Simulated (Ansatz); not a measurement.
System: solid chlorine. Method: PBE-D4 (Ansatz, a quantum-chemistry and plane-wave program, plane waves, PAW).

Settings: plane-wave cutoff 500 eV, 8×8×4 k mesh (along the axes of the cell as run), gaussian smearing 0.02 eV, scalar-relativistic PAW data made under PBE.

Cell (relaxed at this level):

```
Cl
1.0
    2.03275    -3.28629     0.00000
    2.03275     3.28629     0.00000
    0.00000     0.00000     8.09042
Cl
4
Direct
  0.87541   0.87541   0.89108
  0.62459   0.62459   0.39108
  0.37541   0.37541   0.60892
  0.12459   0.12459   0.10892
```

Q: What does this level give for the band gap?

A: 
* **band gap**: 2.19 eV (on the SCF k mesh)

Static lattice: no zero-point or thermal effects.

The result took about 40 core-seconds (a rough figure).
